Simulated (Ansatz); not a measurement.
Basis-set extrapolation for C4H8S2 (`C1CSCSC1`) (PBE0-D4/def2-TZVP geometry, frozen core, Ansatz). Multiplicity 1, RHF reference.

|  | def2-TZVPP | def2-QZVPP |
| --- | --- | --- |
| HF | -951.267872 | -951.297620 |
| MP2 correlation | -1.036864 | -1.111690 |
| CCSD(T) correlation | -1.149346 | not run |

Energies in hartree. Use E(X) = E(∞) + A·exp(−7.88·√X) for Hartree–Fock and E(X) = E(∞) + B·X^(−2.97) for correlation, with X = 3 and 4, and add CCSD(T) minus MP2 of the smaller set to the MP2 limit.

Q: What is the CCSD(T) energy at the basis-set limit?

A: HF limit: -951.297620 + (-0.029748) × 0.13774 = -951.30172. MP2 limit: -1.111690 + (-0.074826) × 0.74074 = -1.16712. Higher-order term: -1.149346 − (-1.036864) = -0.11248. Total: -952.58132 hartree, 103.0 kcal/mol below CCSD(T)/def2-TZVPP.
